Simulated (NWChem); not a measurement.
# Correlation energy of phosphine (H3P)

SMILES: P
```xyz
4

P     -0.1302    -0.0034     0.0000
H      0.6666    -0.5810     1.0357
H      0.6666    -0.5810    -1.0357
H      0.6204     1.2123     0.0000
```
Charge 0, spin multiplicity 1.

Program: NWChem. The geometry was optimised at PBE0/def2-SVP, a minimum by its harmonic frequencies.

Basis set: cc-pVTZ. Each correlation energy counts from its own Hartree-Fock reference.

```json
[
 {"method": "CR-CCSD[T]", "correlation energy (mHa)": "-204.7", "difference from CCSD(T)": "+0.8"},
 {"method": "CR-CCSD(T)", "correlation energy (mHa)": "-204.6", "difference from CCSD(T)": "+1.0"},
 {"method": "SCS-MP2", "correlation energy (mHa)": "-180.4", "difference from CCSD(T)": "+25.1"},
 {"method": "CCSD+T(CCSD)", "correlation energy (mHa)": "-205.7", "difference from CCSD(T)": "-0.2"},
 {"method": "CCSD", "correlation energy (mHa)": "-198.8", "difference from CCSD(T)": "+6.7"},
 {"method": "MP2", "correlation energy (mHa)": "-170.4", "difference from CCSD(T)": "+35.1"},
 {"method": "RI-MP2", "correlation energy (mHa)": "-170.4", "difference from CCSD(T)": "+35.2"},
 {"method": "CCSD(T)", "correlation energy (mHa)": "-205.5", "difference from CCSD(T)": "0.0"}
]
```

The values span 35.3 mHa, from CCSD+T(CCSD) (lowest) to RI-MP2 (highest). 

The correlated methods keep 5 core orbitals frozen. Differences from the coupled-cluster row are differences between methods, not errors against experiment.
